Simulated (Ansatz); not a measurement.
C4H5NO, SMILES `C=C1CN=CO1` at its PBE0-D4/def2-TZVP geometry, where that method's forces vanish. Charge 0, multiplicity 1.

| atom | x (Å) | y (Å) | z (Å) |
| --- | --- | --- | --- |
| C1 | -0.347 | -1.667 | -0.691 |
| C2 | -0.085 | -0.511 | -0.105 |
| C3 | -0.004 | 0.897 | -0.636 |
| N4 | 0.319 | 1.711 | 0.532 |
| C5 | 0.398 | 0.899 | 1.490 |
| O6 | 0.185 | -0.422 | 1.250 |
| H7 | -0.554 | -1.699 | -1.751 |
| H8 | -0.360 | -2.591 | -0.130 |
| H9 | -0.947 | 1.231 | -1.079 |
| H10 | 0.771 | 1.011 | -1.400 |
| H11 | 0.624 | 1.141 | 2.522 |

Question: For each bond, give half the difference of the two atoms' forces along it (eV/Å; positive pushes the atoms apart) under PBE-D4, r2SCAN-D4, B3LYP-D4, ωB97M-V in def2-TZVPP. (An estimate is asked.)

Answer: Computed: 
```tsv
bond	length (Å)	PBE-D4	r2SCAN-D4	B3LYP-D4	ωB97M-V
C1–C2	1.322	0.29	0.09	-0.09	-0.16
C1–H7	1.081	0.01	-0.06	-0.07	-0.04
C1–H8	1.081	-0.01	-0.09	-0.07	-0.03
C2–C3	1.508	-0.16	-0.04	0.14	0.15
C2–O6	1.384	0.32	0.25	0.25	0.22
C3–N4	1.460	0.13	0.16	0.25	0.27
C3–H9	1.094	0.10	-0.05	-0.15	-0.17
C3–H10	1.094	0.10	-0.05	-0.15	-0.17
N4–C5	1.258	0.68	0.27	0.09	-0.06
C5–O6	1.360	0.36	0.27	0.29	0.24
C5–H11	1.083	-0.20	-0.22	-0.29	-0.17
```

B3LYP here is the variant with VWN-RPA as its local correlation; programs differ in this.
